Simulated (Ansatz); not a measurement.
# H3OSi: the cost of one run

The runs use Ansatz 0.2.0, Gaussian basis; the settings change from run to run.

26 further runs of the same task are left out: 1 for a mislabelled method, 1 for a known fault of the program, 20 that didn't finish, 4 set aside as unsound or not needed.

## 1. What is computed

The geometry derives from a PBE0/def2-TZVP stationary point (not a proven minimum). One bond is set to the value named and the two fragments are kept rigid.

5 atoms, charge 0, spin multiplicity 2.

Atoms are counted from 1 here; the program's logs count them from 0.

Bond lengths: Si1–O2 1.792 Å, Si1–H3 1.493 Å, Si1–H4 1.485 Å, Si1–H5 1.485 Å. Angles: O2–Si1–H3 100.6°, O2–Si1–H4 112.5°, O2–Si1–H5 112.5°, H3–Si1–H4 110.4°, H3–Si1–H5 110.4°, H4–Si1–H5 110.2°.

## 2. CISD/6-31++G**

in.yaml reads:

```yaml
crystal:
  periodic: [false, false, false]
  atoms:
    - {symbol: Si, position_ang: [0.004771, 0.000000, 0.578475]}
    - {symbol: O, position_ang: [-0.023360, 0.000002, -1.213304]}
    - {symbol: H, position_ang: [1.476980, -0.000114, 0.828881]}
    - {symbol: H, position_ang: [-0.619470, 1.217950, 1.155771]}
    - {symbol: H, position_ang: [-0.619658, -1.217854, 1.155771]}
basis:
  gaussian: {orbitals: "6-31++G**"}
magnetization: {spin_polarized: false, initial_magnetization: 1}
correlation: {active_space: {ras: {orbitals: [6, 1, 47], electrons: 13, max_holes: 2, max_particles: 2}, fixed_orbitals: true}}
accuracy: high
output: {forces: true}
```

Started as:

```bash
$ ansatz run in.yaml --threads 1 --pin off --events-out ev --progress --plain --max-ram 2393MiB
```

Q: Estimate wall time and peak memory on 1 thread of Arm Neoverse V1, shared host.

About 18 s, with a peak of 0.42 GiB.
